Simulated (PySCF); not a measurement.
## First hyperpolarisability: 1,3-propanedithiol (SMILES C(CS)CS)

Cartesian coordinates in Å; atom numbers follow the order of the lines, from 1:
```xyz
13

S    -2.574    1.046    0.397
C    -0.835    0.736    0.790
C    -0.290   -0.549    0.198
C     1.168   -0.800    0.548
S     2.335    0.416   -0.124
H    -2.404    1.259   -0.917
H    -0.805    0.694    1.882
H    -0.232    1.592    0.485
H    -0.405   -0.530   -0.891
H    -0.890   -1.393    0.557
H     1.477   -1.797    0.231
H     1.318   -0.750    1.630
H     2.145    0.112   -1.418
```

The calculation used PySCF 2.14.0, quadratic response CAM-B3LYP/def2-TZVPD first hyperpolarisability, Taylor convention, gas phase. Geometry: PBE0-D3(BJ)/def2-TZVP.

Task: Give β for the processes computed.

Result: In 10⁻³⁰ esu, Taylor convention; the vector part is βᵢ = ⅓ Σⱼ (βᵢⱼⱼ + βⱼᵢⱼ + βⱼⱼᵢ); β∥ is 3/5 of the vector part along the dipole, the dipole points from − to +:
```tsv
process	λ (nm)	β vector norm	β∥	β HRS	depolarisation ratio
static β(0;0,0)	∞	0.97	0.41	0.45	3.69
second harmonic β(−2ω;ω,ω)	1907	1.01	0.43	0.47	3.62
Pockels β(−ω;ω,0)	1907	0.98	0.42	–	–
second harmonic β(−2ω;ω,ω)	1064	1.12	0.48	0.53	3.45
Pockels β(−ω;ω,0)	1064	1.01	0.43	–	–
```

Task: Which lowest excitations, dipole and polarisabilities go with it?

Result: S1 5.33 eV (f = 0.009); S2 5.42 eV (f = 0.004); S3 6.04 eV (f = 0.036); dipole 1.53 D; isotropic α 81.2 au static, 81.5 au at 1907 nm, 82.0 au at 1064 nm, 82.2 au at 953.5 nm, 84.4 au at 532 nm.
